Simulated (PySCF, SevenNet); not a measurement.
**How the bulk modulus of zinc-blende GaN (metastable phase) moves with the method**

No measured value is used here.

| level (code) | value (GPa) | cell (Å³/atom) |
|---|---|---|
| SevenNet-l3i5 | 175 | 11.76 |
| PBE (PySCF) | 172 ± 5 | 11.86 |
| Hartree–Fock (PySCF) | 221 ± 7 | 11.47 |

A ± on a computed value is a rough bar: the spread of its extrapolation, a floor set from checks against published values, or a statistical error. Each level is taken at its own relaxed cell.

Machine-learned potentials (SevenNet-l3i5) are trained on DFT data: a solid inside that data is no test of them.
